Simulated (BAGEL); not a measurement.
**Worked example: vertical energy of the triplet above the singlet of C4H10S (isopropyl methyl sulfide)**

C4H10S has 15 atoms, charge 0, and is taken as a singlet. SMILES: `CSC(C)C`. The shape is that of a PBE0-D4/def2-TZVP optimisation. This is one conformer, not always the lowest.

Both states at this one shape; open shells run unrestricted unless said. 1 Eh = 27.2114 eV.

| level | program | singlet C4H10S (Eh) | triplet C4H10S (Eh) |
| --- | --- | --- | --- |
| HF/6-311++G** (density fitting with qzvpp-jkfit) | BAGEL | -554.869430 | -554.685089 |
| HF/6-311++G(2d,2p) (density fitting with qzvpp-jkfit) | BAGEL | -554.880494 | -554.698884 |
| HF/6-311++G(3df,3pd) (density fitting with qzvpp-jkfit) | BAGEL | -554.889591 | -554.708510 |

Q: Work out the vertical gap, second state less first, at each level.

A: 
1. HF/6-311++G** (density fitting with qzvpp-jkfit): -554.685089 − (-554.869430) = 0.184341 Eh = 5.02 eV.
2. HF/6-311++G(2d,2p) (density fitting with qzvpp-jkfit): -554.698884 − (-554.880494) = 0.181610 Eh = 4.94 eV.
3. HF/6-311++G(3df,3pd) (density fitting with qzvpp-jkfit): -554.708510 − (-554.889591) = 0.181081 Eh = 4.93 eV.

No measured value is set beside it here; the levels span 4.93 to 5.02 eV.
